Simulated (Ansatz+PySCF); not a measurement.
# triplet LiHO₂ in separate pieces: levels of theory in one basis

```yaml
atoms:
  - { symbol: O, position_ang: [0.0000, 0.0000, -0.5941] }
  - { symbol: O, position_ang: [0.0000, 0.0000, 0.5941] }
  - { symbol: Li, position_ang: [30.0000, 0.0000, -1.4381] }
  - { symbol: H, position_ang: [30.0000, 0.0000, 4.3142] }
```

Basis set: 6-31G (spherical functions). Left uncorrelated: 2 orbitals. Correlation on ROHF uses semicanonical orbitals with singles. Charge 0, multiplicity 3.

Computed with Ansatz (development build ahead of 0.2.0); each method stands on the lowest determinant of its kind that the runs found. NEVPT2 correlates all electrons. Active spaces start from the frontier orbitals, and the lowest solution found is given.

| method | E − E(ROHF) (eV) | <S²> of the determinant |
| --- | --- | --- |
| ROHF | 0.00 | 2.00 |
| UHF | -2.29 | 3.03 |
| ROHF-MP2 | -7.20 | – |
| UHF-MP2 | -8.62 | 3.03 |
| ROHF-CCSD | -7.07 | – |
| UHF-CCSD | -8.55 | 3.03 |
| ROHF-CCSD(T) | -7.31 | – |
| UHF-CCSD(T) | -8.69 | 3.03 |
| CASSCF(4,4) | -1.83 | – |
| CASSCF(6,6) | -3.46 | – |

(1) What does SC-NEVPT2(4,4) give on the same scale?

(2) Is a single determinant a sound starting point here?

## Answers

(1) -8.79 eV. NEVPT2 here correlates all electrons, so it doesn't share the others' frozen core.

(2) It is doubtful. Unrestricted orbitals lower Hartree–Fock by 2.29 eV and <S²> is 3.03 where a pure state has 2.00, a sign of strong static correlation. The CASSCF(4,4) natural occupations are 1.04, 1.00, 1.00, 0.96.

Caution for ROHF, ROHF-MP2, ROHF-CCSD, ROHF-CCSD(T): an unrestricted determinant lies well below. Caution for UHF, UHF-MP2, UHF-CCSD, UHF-CCSD(T): the unrestricted determinant is a mixture of spin states. Caution for CASSCF(6,6): other starts end on other solutions of this active space.
